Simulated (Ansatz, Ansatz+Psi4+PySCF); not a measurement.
```yaml
atoms:
  - { symbol: C, position_ang: [0.0000, -0.9285, -0.0654] }
  - { symbol: O, position_ang: [0.0000, -0.9156, 1.1316] }
  - { symbol: O, position_ang: [0.0000, 0.1455, -0.8496] }
  - { symbol: C, position_ang: [0.0000, 1.3995, -0.1837] }
  - { symbol: H, position_ang: [0.0000, -1.8418, -0.6966] }
  - { symbol: H, position_ang: [0.0000, 2.1653, -0.9678] }
  - { symbol: H, position_ang: [-0.8920, 1.5055, 0.4514] }
  - { symbol: H, position_ang: [0.8920, 1.5055, 0.4514] }
```

Basis set: cc-pVTZ (spherical functions). Correlated methods keep 4 orbitals frozen. Charge 0, multiplicity 1.

Computed with Ansatz (development build ahead of 0.2.0); each method stands on the lowest determinant of its kind that the runs found. Restricted open shells among the atoms or ions are ROHF, correlated in semicanonical orbitals with singles.

The atomization energy at this shape (free ground-state atoms in the same class of orbitals less the molecule, no zero-point energy) of singlet C₂H₄O₂:

```tsv
method	atomization energy
RHF	560.09 kcal/mol
```

**Question.** What does RHF-MP2 give?

**Answer.** 783.93 kcal/mol.
